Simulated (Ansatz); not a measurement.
HAlB, quartet in 6-31G: errors against full CI

Geometry: a point of a stretch scan, not a stationary point.

```xyz
3

B     0.0000    0.0000    1.8647
Al    0.0000    0.0000   -0.0723
H     0.0000    0.0000   -1.7923
```

Basis 6-31G; Ansatz 0.2.0. Correlated methods freeze the noble-gas cores, which leaves 7 electrons in 18 orbitals. Prefix R: restricted or restricted open-shell reference; prefix U: unrestricted. Active spaces: valence = (7e, 9o) chosen from the atoms' valence shells; pair = (5e, 5o) about the gap.

Full CI is exact within this basis and frozen core; it isn't the basis-set limit. The frozen core follows each run's orbitals, which can shift R against U totals by a few meV.

For open shells CISD and CISDTQ are restricted-active-space CI with the open shells as a complete middle space.

The UHF ⟨S²⟩ is 3.755, the T1 diagnostic (RCCSD) is 0.0315 and the largest doubles amplitude (RCCSD) is 0.097. The T1 diagnostic (UCCSD) is 0.0277.

```json
{"level": "UHF", "E − E(RHF) (eV)": "-0.0293"}
{"level": "RMP2", "E − E(RHF) (eV)": "-1.6251"}
{"level": "UMP2", "E − E(RHF) (eV)": "-1.6262"}
{"level": "RCCSD", "E − E(RHF) (eV)": "-2.2437"}
{"level": "UCCSD", "E − E(RHF) (eV)": "-2.2447"}
{"level": "RCCSD(T)", "E − E(RHF) (eV)": "-2.3121"}
{"level": "UCCSD(T)", "E − E(RHF) (eV)": "-2.3124"}
```

Q: Estimate how far full CI in 6-31G lies from RCCSD(T). The table doesn't fix it; the size of (T) and the diagnostics are the guide.

A: Full CI in 6-31G lies 3.5 kJ/mol below RCCSD(T), which is 54 % of the (T) step (-6.6 kJ/mol). T1 is raised, and the rest is a large part of (T).

The other levels:

| level | E − E(full CI) (kJ/mol) | share of correlation (%) | wall time |
| --- | --- | --- | --- |
| CISD | 17.3 | 92.37 | 0.69 s |
| BCCD(T) | 3.7 | 98.37 | 0.66 s |
| RCCSDT | 0.9 | 99.62 | – |
| UCCSDT | 0.8 | 99.64 | – |
| CISDTQ | 0.3 | 99.85 | 5.5 s |
| RCCSDT(Q) | 0.2 | 99.90 | 2.2 s |
| UCCSDT(Q) | 0.2 | 99.91 | 2 s |
| RCCSDTQ | 0.0 | 99.98 | 13 s |
| UCCSDTQ | 0.0 | 99.99 | 13 s |
| CASSCF (pair space) | 178.7 | 21.13 | – |
| NEVPT2 (pair space) | 65.9 | 70.94 | 0.34 s |
| MRCISD (pair space) | 14.4 | 93.64 | – |
| MRCISD+Q (pair space) | 2.2 | 99.02 | 0.74 s |
| CASSCF (valence space) | 52.5 | 76.85 | – |
| NEVPT2 (valence space) | 16.1 | 92.92 | 2.2 s |
| MRCISD (valence space) | 1.4 | 99.38 | – |
| MRCISD+Q (valence space) | 0.5 | 99.76 | 3.7 s |

The correlation energy at full CI, counted from RHF, is -2.349 eV. That run took 3.7 s on 1 thread of Arm Neoverse V1, shared host over 331,072 determinants.

Times hold each run's SCF and search for its determinant on a shared host, so for small cases they say little of a method's own cost; they ran on 1 thread of Arm Neoverse V1.

The full-CI state has the irrep A2 of C2v, in the program's axes (one component, if the state is degenerate).

Natural occupations of full CI about the gap: 1.954 1.934 0.989 0.972 0.972 0.061 0.040 0.040 0.015 0.006; effectively unpaired electrons, Σ n²(2−n)², 3.05.
